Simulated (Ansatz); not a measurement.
The same path of H3Si + H4OSi (10 atoms, charge 0, multiplicity 2) was run twice with different band settings.

These are results of Ansatz, UKS LDA/def2-SVP, not measurements.

Relaxed end points:

```xyz
10
Properties=species:S:1:pos:R:3
H 0.994 -0.686 -0.821
O 1.530 0.138 -0.713
Si 0.660 1.505 -0.323
Si -0.850 -1.627 0.422
H -0.240 1.972 -1.442
H -0.214 1.277 0.893
H 1.674 2.564 -0.012
H -1.954 -0.702 -0.016
H -0.414 -1.367 1.836
H -1.188 -3.073 0.175
```

```xyz
10
Properties=species:S:1:pos:R:3
H 0.194 -0.203 -1.813
O 0.635 -0.118 -0.945
Si 0.702 1.430 -0.283
Si -0.988 -1.520 0.478
H 1.382 2.367 -1.249
H -0.671 1.966 0.031
H 1.514 1.295 0.969
H -2.273 -2.160 0.974
H -0.570 -0.479 1.491
H 0.075 -2.577 0.348
```

Common settings: movable images 7; climbing image yes; spring 5.0 eV/Å²; optimiser quadratic models (default); start path through a guess of the saddle point; iteration limit 60; end points relaxed.

| run | force threshold |
| --- | --- |
| 1 | 0.05 eV/Å |
| 2 | 0.2 eV/Å |

(1) What does each run give, and how far can it be trusted?

Results:

(1) Run 1: converged after 28 iterations, highest image 0.011 eV above the first end. A vibrational analysis at the climbing image gives one clearly imaginary mode, 90i cm⁻¹: a first-order saddle point.
Run 2: converged after 15 iterations, highest image 0.016 eV above the first end. The threshold of 0.2 eV/Å is loose, so the images may lie well off the minimum-energy path. The order of the stationary point at the top wasn't checked.
